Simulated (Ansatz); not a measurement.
Take CdTe in the zinc blende structure (space group F-43m, No. 216; a = 6.6186 Å) as the base.

The values are results of PBE (Ansatz, a program for electronic structure; PAW; 420 eV plane waves; scalar-relativistic without spin-orbit coupling), earlier PAW set, not measurements.

| level | lattice parameter a | electron mass at Γ |
|---|---|---|
| PBE | 6.619 Å | 0.053 mₑ |

**Question.** From these computed values, estimate the measured ones, and say how each level misses.

**Answer.** Measured: lattice parameter a 6.48 Å (room temperature; as listed in M J Lucero, T M Henderson, G E Scuseria, Journal of Physics Condensed Matter (2012)); electron mass at Γ 0.093 mₑ (temperature not stated; as listed in Magdalena Laurien, Oleg Rubel, Phys. Rev. B (2022)). Computed minus measured — lattice parameter a: PBE +2.1 %; electron mass at Γ: PBE -43 %. Measured values not marked as corrected hold thermal and zero-point effects that the static-lattice runs lack.

Spin-orbit coupling, missing from the scalar runs, can matter with Te. The levels and masses belong to the bands next to the band gap. Masses are band curvatures over ±0.01 Å⁻¹ around the edge. No phonon test of stability was made.
